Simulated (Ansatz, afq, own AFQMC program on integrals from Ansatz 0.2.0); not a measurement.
AFQMC on a folder of integrals that Ansatz 0.2.0 wrote.

```yaml
crystal:
  periodic: [false, false, false]
  atoms:
    - {symbol: P, position_ang: [0.000000, 0.077819, 1.164095]}
    - {symbol: Mg, position_ang: [0.000000, 0.017370, -1.525734]}
    - {symbol: H, position_ang: [0.000000, -1.243014, 1.686975]}
    - {symbol: H, position_ang: [0.000000, -1.567191, -0.668494]}
basis:
  gaussian: {orbitals: cc-pVDZ}
magnetization: {spin_polarized: true, initial_magnetization: 3}
correlation: {method: ccsd_t, electrons: outside_noble_gas, hamiltonian_folder: ham}
```

```sh
$ ansatz run in.yaml --threads 1 --pin off --events-out ev --progress --plain --max-ram 1843MiB
```

afq runs on the folder ham with

```
--method phaseless --trial cisd --walkers 60 --populations 1 --least-time 40 --time-step 0.005 --steps-per-block 50 --equilibration-blocks 28 --max-blocks 300 --target-error 0.00036 --factor-cut 1e-05 --start spin_pure --seed 2105 --release-times 0.24,0.51,0.99,1.62,2.4 --release-step 0.03 --release-every 4 --taylor-order 6
```

Times are imaginary, in 1/Eh. The walk had a cap of 1002 s.

Log:

```
orbitals 36  electrons 6 3  factors 266 of 446
reference energy -541.42590956 Eh
CCSD correlation -0.14955317 Eh in 11 cycles, weight of the determinant in the CISD state 0.8946
energy of the start -541.574827 Eh
 block  time / (1/Eh)  mean weight  energy / Eh
     1     0.250  0.9992  -541.573742
     2     0.500  1.0011  -541.574282
     3     0.750  0.9986  -541.575978
     4     1.000  0.9997  -541.576122
     5     1.250  1.0022  -541.578348
     7     1.750  0.9994  -541.577641
     9     2.250  0.9983  -541.578242
    13     3.250  0.9991  -541.577324
    21     5.250  0.9984  -541.580093
    29     7.250  1.0007  -541.576584
    37     9.250  0.9992  -541.580654
    45    11.250  0.9996  -541.577360
    53    13.250  1.0015  -541.580930
    61    15.250  1.0000  -541.580338
    69    17.250  1.0001  -541.580740
    77    19.250  1.0022  -541.581116
    85    21.250  1.0023  -541.579908
    93    23.250  0.9982  -541.581042
   101    25.250  1.0010  -541.578015
   109    27.250  1.0007  -541.579537
   117    29.250  0.9999  -541.578740
   125    31.250  1.0004  -541.580468
   133    33.250  0.9995  -541.578758
   141    35.250  1.0013  -541.582244
   149    37.250  1.0021  -541.581948
   153    38.250  0.9985  -541.584608
   157    39.250  1.0013  -541.580838
   165    41.250  0.9992  -541.580680
   173    43.250  1.0005  -541.576949
   181    45.250  1.0006  -541.576570
   185    46.250  1.0019  -541.581078
blocks merged  error / Eh  count
     1  0.000155  160
     2  0.000194  80
     4  0.000237  40
     8  0.000287  20
    16  0.000351  10
released: time / (1/Eh)  energy / Eh  error  mean overlap
  0.24  -541.579954  0.000259  1.0128
  0.51  -541.579798  0.000228  1.0174
  0.99  -541.580455  0.000295  1.0245
  1.62  -541.580358  0.000272  1.0342
  2.40  -541.580574  0.000470  1.0352
energy -541.579640 +/- 0.000287 Eh
(rows thinned)
```

The run passed its tests (sampling time, drift between the halves within three errors, error under three times the target), which doesn't prove that it has relaxed.

Against this walk (error 7.8 meV) on the same determinant: CCSD(T) 8.2 meV higher (within the noise), CCSDT(Q) 24.9 meV lower. The error is statistical and leaves out the bias of the constraint. Released to 2.40 1/Eh the energy moves by -25 ± 15 meV (both errors), within twice the noise. CCSDT(Q) is the surest value here, so the walk's 25 meV above it is most likely the bias of the constraint with this trial, which can have either sign.

Cautions: constraint bias not in the error; lower spins were not checked.

The walk took 3.5 min on 1 thread of Arm Neoverse V1, with other jobs on the host. The log's last line is the phaseless energy.

CCSDT and higher add their correlation energy to the determinant of the CCSD(T) run, since their own runs factorise the integrals more tightly (a shift of under 2 meV). A walk keeps the symmetry of its determinant, which the program's search chose and which needn't be the lowest solution, so a lower state of the same spin and another symmetry isn't excluded.
